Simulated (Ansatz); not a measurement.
A calculation on 1T (CdI2-type) TaS2 (undistorted form, which takes a superstructure on cooling) returned lattice constant a 3.329 Å, lattice parameter c 5.788 Å, cohesive energy 6.19 eV/atom.

Problem. Which level of theory produced these numbers?
A) PBEsol (Ansatz (a quantum-chemistry and plane-wave program))
B) PBE-D3(BJ) (Ansatz)
C) PBE (Ansatz)
D) LDA (Ansatz)

Solution. B, PBE-D3(BJ) (Ansatz)

The others give: LDA 3.293 Å, 5.726 Å, 6.90 eV/atom; PBE 3.378 Å, 6.811 Å, 5.79 eV/atom; PBEsol 3.320 Å, 5.942 Å, 6.33 eV/atom.

Unless a cell is named, each level is at its own relaxed cell (LDA 17.93, PBE 22.44, PBE-D3(BJ) 18.52, PBEsol 18.90 Å³/atom).

Caveats: LDA has no dispersion term either, though it tends to give short spacings of layers, chains or molecules (LDA); for a layered or molecular solid the relaxed cell lies over 5 % above the published volume, where the minimum can be shallow (PBE); the cell comes from a level without a dispersion term, which matters for the spacing of layers, chains or molecules (PBE, PBEsol). Ansatz's density-functional and Hartree–Fock values are scalar-relativistic unless marked +SOC, with PAW data made under PBE.
